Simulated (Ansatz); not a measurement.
A made-up structure of Si2H4S, closed shell:

```xyz
7
angstrom
Si 1.8253 -0.6539 2.1359
Si 1.0566 -0.6831 0.3466
S -0.8375 0.5269 -0.3154
H -1.7771 -0.3462 -0.7675
H -0.4899 1.3572 -1.3348
H -1.3139 1.2389 0.7409
H 1.6348 -1.4997 -0.7619
```

It is relaxed with PBE-D4/def2-SVP and then PBE0-D4/def2-TZVP (Ansatz 0.2.0). Atoms count as bonded within 1.22 times the sum of their covalent radii (H–H: 0.88 Å). The end point is not checked to be a true minimum.

(1) Does its bonding change? (A judgement: the text doesn't fix the answer.)

## Answers

(1) The calculation gives: Yes. Formed: Si1–H6, Si2–H6; broken: Si2–S3, S3–H6.

Where it ends: The first stage lowers the energy by 5.43 eV in 31 steps. It ends as a complex of Si₂H₂ ([H]1[Si][SiH]1) + H₂S:
| atom | x (Å) | y (Å) | z (Å) |
| --- | --- | --- | --- |
| Si1 | 1.4437 | 0.5439 | 2.0762 |
| Si2 | 1.6821 | -0.6160 | 0.3395 |
| S3 | -1.6232 | 0.3286 | -0.7731 |
| H4 | -2.5207 | 0.7294 | -1.6908 |
| H5 | -0.9832 | 1.5052 | -0.7815 |
| H6 | 0.5744 | -0.8327 | 1.5267 |
| H7 | 1.5252 | -1.7182 | -0.6532 |

Labels in which every atom is bracketed show which atoms are joined, not bond orders.

For scale, one of the runs: PBE0-D4/def2-TZVP relaxation, 135 basis functions, launched by `ansatz run in.yaml --threads 2 --pin off --events-out ev --progress --plain --max-ram 4352MiB`. Hardware: 2 CPU threads of an Arm Neoverse N1, shared host. Wall time about 54 s.
